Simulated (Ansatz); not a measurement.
## [H···H···Br], doublet along the distance H1-H2

Starting geometry:

```xyz
3

H     0.0000    0.0000   -1.1120
H     0.0000    0.0000   -0.3670
Br    0.0000    0.0000    1.4790
```

From there H2 is moved from one fragment to the other while all else, the fragments' distance too, stays fixed; atoms are numbered as listed. Energies are in kJ/mol, counted from the starting geometry at the same level. Kohn–Sham curves are unrestricted where that lies lower.

Basis cc-pVDZ; Ansatz 0.2.0. Correlated methods freeze the noble-gas cores and the filled d shells of p-block atoms. No spin–orbit coupling is included, and no scalar relativity.

Full CI is exact within this basis and frozen core; it isn't the basis-set limit.

```csv
distance H1-H2 (Å),B3LYP
0.693,10.5
0.745,0.0
0.790,-2.0
0.835,0.4
0.880,5.2
0.926,11.5
0.971,17.9
1.016,24.3
1.061,30.5
```

Problem. Estimate the full CI curve in cc-pVDZ from this one, knowing how B3LYP errs.

Solution. The computed full CI values, in kJ/mol from the starting point, and the error of B3LYP against them:
```json
{"distance H1-H2 (Å)": "0.693", "full CI": "7.3", "B3LYP less full CI": "3.2"}
{"distance H1-H2 (Å)": "0.745", "full CI": "0.0", "B3LYP less full CI": "0.0"}
{"distance H1-H2 (Å)": "0.790", "full CI": "0.8", "B3LYP less full CI": "-2.8"}
{"distance H1-H2 (Å)": "0.835", "full CI": "5.7", "B3LYP less full CI": "-5.4"}
{"distance H1-H2 (Å)": "0.880", "full CI": "12.8", "B3LYP less full CI": "-7.6"}
{"distance H1-H2 (Å)": "0.926", "full CI": "20.5", "B3LYP less full CI": "-9.0"}
{"distance H1-H2 (Å)": "0.971", "full CI": "27.5", "B3LYP less full CI": "-9.5"}
{"distance H1-H2 (Å)": "1.016", "full CI": "33.2", "B3LYP less full CI": "-8.9"}
{"distance H1-H2 (Å)": "1.061", "full CI": "37.9", "B3LYP less full CI": "-7.3"}
```

The error spans 12.7 kJ/mol and is largest, -9.5 kJ/mol, at 0.971 Å.

In so small a basis the reference is far from its limit while semilocal and hybrid functionals are nearer theirs, so the functionals' errors here hold much of the reference's basis and frozen-core error, which can add to them or hide them.
